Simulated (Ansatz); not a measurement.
Potential energy curve for Na2, singlet.

RKS-PBE = restricted PBE/cc-pVDZ (Ansatz, a quantum-chemistry and plane-wave program); UKS-PBE = Ansatz with unrestricted PBE/cc-pVDZ; RKS-B3LYP = restricted B3LYP/cc-pVDZ (Ansatz); FCI = full CI/cc-pVDZ, frozen core (Ansatz).

Energies relative to the lowest point of each curve near equilibrium, in mEh; the last columns give the error against full CI:

| R / Å | RKS-PBE | UKS-PBE | RKS-B3LYP | FCI | RKS-PBE − FCI | UKS-PBE − FCI | RKS-B3LYP − FCI |
|---|---|---|---|---|---|---|---|
| 2.50 | 8.7 | 8.7 | 7.9 | 12.7 | -4.0 | -4.0 | -4.8 |
| 2.67 | 3.9 | 3.9 | 3.3 | 6.6 | -2.7 | -2.7 | -3.3 |
| 2.77 | 2.2 | 2.2 | 1.7 | 4.2 | -2.0 | -2.0 | -2.5 |
| 2.90 | 0.7 | 0.7 | 0.4 | 1.9 | -1.2 | -1.2 | -1.5 |
| 3.00 | 0.1 | 0.1 | 0.0 | 0.8 | -0.7 | -0.7 | -0.8 |
| 3.10 | 0.0 | 0.0 | 0.0 | 0.2 | -0.2 | -0.2 | -0.2 |
| 3.17 | 0.1 | 0.1 | 0.3 | 0.0 | 0.1 | 0.1 | 0.3 |
| 3.28 | 0.6 | 0.6 | 0.9 | 0.1 | 0.6 | 0.6 | 0.9 |
| 3.43 | 1.9 | 1.9 | 2.3 | 0.7 | 1.1 | 1.1 | 1.6 |
| 3.56 | 3.3 | 3.3 | 3.9 | 1.7 | 1.5 | 1.5 | 2.1 |
| 3.85 | 7.1 | 7.1 | 8.0 | 4.8 | 2.3 | 2.3 | 3.2 |
| 4.18 | 12.0 | 12.0 | 13.2 | 9.0 | 3.0 | 3.0 | 4.2 |
| 4.65 | 18.9 | 18.1 | 20.4 | 14.5 | 4.4 | 3.6 | 5.8 |
| 5.05 | 24.1 | 22.0 | 25.8 | 18.2 | 5.9 | 3.7 | 7.6 |
| 5.57 | 29.8 | 25.3 | 31.8 | 21.4 | 8.4 | 3.9 | 10.4 |
| 6.14 | 34.6 | 27.2 | 36.9 | 23.3 | 11.3 | 3.9 | 13.6 |
| 6.84 | 38.7 | 28.2 | 41.3 | 24.3 | 14.3 | 3.9 | 17.0 |
| 7.60 | 41.4 | 28.5 | 44.5 | 24.7 | 16.6 | 3.7 | 19.8 |
| 8.30 | 42.8 | 28.6 | 46.5 | 24.9 | 17.9 | 3.7 | 21.6 |
| 9.33 | 43.9 | 28.6 | 48.3 | 25.0 | 18.9 | 3.6 | 23.3 |

RKS-PBE is furthest from FCI at 9.33 (18.9 mEh, above); its mean absolute error over the points is 5.9 mEh.

UKS-PBE is furthest from FCI at 2.50 (-4.0 mEh, below); its mean absolute error over the points is 2.5 mEh.

RKS-B3LYP is furthest from FCI at 9.33 (23.3 mEh, above); its mean absolute error over the points is 7.2 mEh.

The restricted form behind RKS-PBE, RKS-B3LYP keeps the bonding electrons paired and can't separate into open-shell fragments. The unrestricted determinant behind UKS-PBE is spin-contaminated at 4.18 to 9.33 Å (<S²> up to 1.0, against 0.00 for a pure singlet).
